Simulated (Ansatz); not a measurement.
# AlPH₃+ (triplet): the correlation ladder, cc-pVTZ

Aim: climb from Hartree-Fock through coupled cluster for AlPH₃+ (triplet) at one geometry and basis, and see what each rung misses.

The runs use Ansatz 0.2.0, Gaussian basis; cc-pVTZ, core rule «outside noble gas», up to 10 orbitals frozen.

Plan: UHF; CCSD(T) on ROHF; CCSD(T) on UHF; BCCD(T) on ROHF; CCSDT(Q) on ROHF; CCSDT(Q) on UHF.

9 further runs of the same task are left out: 4 for a known fault of the program, 5 set aside as unsound or not needed.

### Step 1. What is computed

The geometry is a PBE0/def2-TZVP stationary point (not a proven minimum) of the parent state, kept for this charge and spin.

5 atoms, charge 1, spin multiplicity 3.

Atoms are counted from 1 here; the program's logs count them from 0.

Bond lengths: Al1–P2 2.345 Å, Al1–H3 1.606 Å, P2–H4 1.424 Å, P2–H5 1.419 Å. Angles: P2–Al1–H3 115.6°, Al1–P2–H4 91.6°, Al1–P2–H5 95.5°, H4–P2–H5 94.5°.

### Step 2. UHF

in.yaml reads:

```yaml
crystal:
  periodic: [false, false, false]
  atoms:
    - {symbol: Al, position_ang: [0.042298, -0.119616, 1.254150]}
    - {symbol: P, position_ang: [-0.090450, 0.068392, -1.079457]}
    - {symbol: H, position_ang: [-0.052697, 1.261982, 2.066825]}
    - {symbol: H, position_ang: [1.035122, 0.939745, -1.114035]}
    - {symbol: H, position_ang: [0.664801, -1.101382, -1.353659]}
basis:
  gaussian: {orbitals: cc-pVTZ}
total_charge: 1
magnetization: {spin_polarized: true, initial_magnetization: 2}
hamiltonian: {xc: hf}
output: {orbitals: {seedname: orbitals}}
```

The run is started by

```bash
$ ansatz run in.yaml --threads 1 --pin off --events-out ev --progress --plain --max-ram 4096MiB --backend cpu
```

Further steps of the session: CCSD(T) on ROHF; CCSD(T) on UHF; BCCD(T) on ROHF; CCSDT(Q) on ROHF; CCSDT(Q) on UHF.

Before running them: what should the planned runs give, taken together? Wanted: UCCSDT(Q) below the RHF energy; RMP2 from UCCSDT(Q); UMP2 from UCCSDT(Q); RCCSD from UCCSDT(Q); RCCSD(T) from UCCSDT(Q); UCCSD(T) from UCCSDT(Q); RCCSDT(Q) from UCCSDT(Q); T1 diagnostic.

As calculated:

```
                         quantity                      value
   UCCSDT(Q) below the RHF energy                 -6.3644 eV
              RMP2 from UCCSDT(Q)                +1332.0 meV
              UMP2 from UCCSDT(Q)                +1312.7 meV
             RCCSD from UCCSDT(Q)                 +282.3 meV
          RCCSD(T) from UCCSDT(Q)                  +57.1 meV
          UCCSD(T) from UCCSDT(Q)                  +54.4 meV
         RCCSDT(Q) from UCCSDT(Q)                   +2.9 meV
levels within 1 kcal/mol (43 meV)  RCCSDT, UCCSDT, RCCSDT(Q)
                    T1 diagnostic                      0.045
```

What this shows: RCCSD(T) lands +57.1 meV from the yardstick (0.9 % of the correlation energy). These misses are within one basis, not against nature; the frozen cores of restricted and unrestricted runs differ, which can shift their rows.
